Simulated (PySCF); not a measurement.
A search over the determinants of F₂⁺

Unrestricted PBE0; basis F def2-TZVPPD; no relativity; PySCF 2.14. Outer shells of the fragments: F+ 2s2 2p4; F 2s2 2p5.

Followed along the bond (rough minima from three points):

```json
{"2Ms+1": "2", "unpaired": "π ↑", "⟨S²⟩ at the start": "0.75", "R at minimum (Å)": "1.27", "Te (eV)": "0.00"}
{"2Ms+1": "4", "unpaired": "σ ↑, π ↑↑", "⟨S²⟩ at the start": "3.76", "R at minimum (Å)": "none in the scan", "Te (eV)": "≤ 2.32"}
```

Solutions found at the starting distance of 1.330 Å, counted from the lowest of them; the search is not exhaustive and high or unbound solutions are not listed, so other states can lie among these:

| 2Ms+1 | unpaired | term | E (eV) | ⟨S²⟩ | ⟨Lz²⟩ |
| --- | --- | --- | --- | --- | --- |
| 2 | π ↑ | ²Π | 0.00 | 0.75 | 1.00 |
| 4 | σ ↑, π ↑↑ | ⁴Σ⁻ | 3.26 | 3.76 | 0.00 |
| 4 | σ ↑, π ↑↑ | mixed | 5.86 | 3.75 | 2.01 |
| 4 | σ ↑↑, π ↑ | ⁴Π | 8.14 | 3.76 | 1.00 |

A term symbol is given only where ⟨S²⟩ and ⟨Lz²⟩ are close to those of a pure state; real π, δ and φ orbitals otherwise mix terms, and g/u labels are left off.

Counting both spins, an empty level lies below a filled one in some of these solutions, because spin and occupation are held.
